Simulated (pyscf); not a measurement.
`[OH][GeH2][F]` + `[H][H]` -> `[OH][GeH3]` + `[FH]`, a four-centre exchange (singlet surface; F–Ge, H–H broken, Ge–H, F–H formed). PySCF, gas phase, ωB97X-D3(BJ)/def2-SVP geometries. Energies in kcal/mol from the separated reactants.

Small-basis levels: PySCF, no dispersion term, spherical d functions. AM1 to PM7: differences of heats of formation from MOPAC, which are fitted to 298 K values and so differ in kind from electronic energies by zero-point and thermal terms. GFN2-xTB: tblite. 

```
level                   barrier  reaction energy
----------------------  -------  ---------------
HF/3-21G                   68.6            +35.9
HF/6-31G*+LANL2DZ          70.1            +21.2
MP2/6-31G*+LANL2DZ         62.3            +30.3
BP86/6-31G*+LANL2DZ        45.5            +24.4
PBE/6-31G*+LANL2DZ         43.5            +24.5
B3LYP/3-21G                50.3            +43.7
B3LYP/LANL2DZ              48.4            +19.8
B3LYP/6-31G*+LANL2DZ       52.0            +25.9
B3LYP/def2-SVP             43.3            +17.6
GFN2-xTB                   47.3            +23.7
AM1                        79.7            +12.6
PM7                        75.7            +34.9
ωB97M-D3(BJ)/def2-TZVP     45.9            +14.7
```

Against the last row the barrier runs from -2.6 (B3LYP/def2-SVP) to +33.8 kcal/mol (AM1). ωB97M-D3(BJ)/def2-TZVP has limits of its own. At the saddle there is also a short Ge–H contact that neither side keeps. One saddle was located; it need not be the lowest between these sides. In the def2 sets elements up to Kr have no core potential.
